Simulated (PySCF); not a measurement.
# The bond of HCl, level by level

Aim: find the lowest electronic state of HCl, scan its bond at several levels of theory, and get bond length, wavenumber and dissociation energy from each curve.

Program: PySCF 2.14.0. Level of theory: H 6-31G(d,p), Cl 6-31G(d,p), no relativity. These are calculated values, not measurements.

**1. The job**

Settings of the job:

```
atoms                         : H, Cl
charge                        : 0
basis                         : H 6-31G(d,p), Cl 6-31G(d,p)
Hamiltonian                   : no relativity
basis functions               : 23
electrons treated             : 18
masses in u                   : 1.0078, 34.9689
levels                        : PBE0, PBE, r²SCAN, TPSSh, r²SCANh, LDA, ωB97X, HF, MP2, SCS-MP2, CCSD, CCSD(T)
grid                          : 80 radial by 434 angular points
occupations                   : held fixed by the projection of orbital angular momentum
dissociation limit            : H + Cl, each in its ground configuration
starting distance in angstrom : 1.290
values of 2S to try           : 0, 2
```

Further steps of the session: The PBE0 curve of the lowest state; Higher solutions at PBE0; PBE (GGA); r²SCAN; TPSSh (hybrid meta-GGA); r²SCANh (hybrid meta-GGA); LDA (local density); ωB97X; RHF; Correlated methods on the Hartree–Fock reference.

**Question.** What will these runs give? Wanted: for each run, Re; ωe; De; μ.

The runs gave:

Lowest PBE0 solution found, without spin–orbit coupling: ¹Σ⁺ (singlet), closed shell. The other levels ran on it alone.

| level | Re (Å) | ωe (cm⁻¹) | De (eV) | μ (D) |
| --- | --- | --- | --- | --- |
| RHF | 1.265 | 3182 | 3.27 | -1.47 |
| RHF-MP2 | 1.269 | 3125 | 4.21 | n/a |
| RHF-SCS-MP2 | 1.271 | 3104 | 4.21 | n/a |
| RHF-CCSD | 1.272 | 3074 | 4.21 | n/a |
| RHF-CCSD(T) | 1.273 | 3061 | 4.24 | n/a |
| LDA | 1.295 | 2901 | 5.13 | -1.52 |
| PBE | 1.292 | 2915 | 4.55 | -1.45 |
| r²SCAN | 1.281 | 2999 | 4.53 | -1.49 |
| TPSSh | 1.283 | 2985 | 4.54 | -1.45 |
| r²SCANh | 1.278 | 3027 | 4.50 | -1.50 |
| PBE0 | 1.280 | 3025 | 4.47 | -1.48 |
| ωB97X | 1.277 | 3058 | 4.49 | -1.48 |

De is counted to H + Cl in their ground configurations. A positive dipole means H(−)Cl(+).

Differences from CCSD(T) in the same basis:

| level | Re (mÅ) | ωe (%) |
| --- | --- | --- |
| RHF | -8 | +4.0 |
| RHF-MP2 | -4 | +2.1 |
| RHF-SCS-MP2 | -2 | +1.4 |
| RHF-CCSD | -1 | +0.4 |
| LDA | +22 | -5.2 |
| PBE | +19 | -4.8 |
| r²SCAN | +8 | -2.0 |
| TPSSh | +10 | -2.5 |
| r²SCANh | +5 | -1.1 |
| PBE0 | +7 | -1.2 |
| ωB97X | +4 | -0.1 |

In words: Against CCSD(T) in the same basis, the bond length is nearest at RHF-CCSD (-1 mÅ) and farthest at LDA (+22 mÅ); the wavenumber is nearest at ωB97X (-0.1 %) and farthest at LDA (-5.2 %). Hartree–Fock falls on the short and stiff side, its usual fault. PBE gives a bond that is too long and too soft, as GGAs tend to. CCSD(T) in a basis this small is itself some way from its limit, more so than the functionals. Of the levels with a De here, RHF gives the least (3.27 eV) and LDA the most (5.13 eV).

Correlated steps freeze 5 core orbitals.
